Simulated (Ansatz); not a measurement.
## Two structures, one formula

Two relaxed structures of NaBH2O, singlet (PBE0-D4/def2-TZVP; forces vanish, vibrations not checked).

A:

B1  (-0.044, 0.628, -0.197)
O2  (0.043, -0.617, 0.193)
Na3  (0.176, -2.506, 0.785)
H4  (-1.104, 1.249, -0.157)
H5  (0.930, 1.245, -0.623)
(Å)

B:

B1  (0.101, -0.409, 0.002)
O2  (1.364, -0.773, 0.377)
Na3  (-1.765, -2.046, 0.393)
H4  (2.027, -0.096, 0.197)
H5  (0.020, 0.706, -0.496)
(Å)

Ansatz 0.2.0; basis: def2-TZVPP; cores frozen in the correlated methods. The outer core shell of Li, Na, Mg and K is correlated. The def2 sets are not built for correlating such inner shells, so the correlated values are less sure here. B3LYP uses VWN-RPA correlation.

Question: Which structure is lower at CCSD(T), and by how much? (Judge from chemistry; the value comes from the calculation.)

Answer: By the calculation: A, by 189.7 kJ/mol (electronic energy, against the other). By their contacts, A is NaBH₂O ([BH2][O][Na]) and B is NaBH₂O ([OH][BH][Na]).

All methods give the same order:

| method | E(B) − E(A) (kJ/mol) |
| --- | --- |
| PBE-D4 | 166.9 |
| r2SCAN-D4 | 195.8 |
| PBE0-D4 | 178.2 |
| B3LYP-D4 | 184.7 |
| wB97M-V | 186.1 |
| HF | 203.2 |
| MP2 | 204.2 |
| CCSD | 191.6 |
| CCSD(T) | 189.7 |

T1 diagnostic: at most 0.014. The restricted Hartree–Fock reference is unstable towards an unrestricted one at one or more of these structures.

Labels in which every atom is bracketed show which atoms are joined, not bond orders.

For scale, one of the runs: CCSD(T)/def2-TZVPP, 122 basis functions, launched by `ansatz run in.yaml --threads 2 --pin off --events-out ev --progress --plain --max-ram 4352MiB`. Time: 12 s of wall clock on 2 CPU threads of an Arm Neoverse V1; the host was shared. Peak host memory: 0.61 GiB.
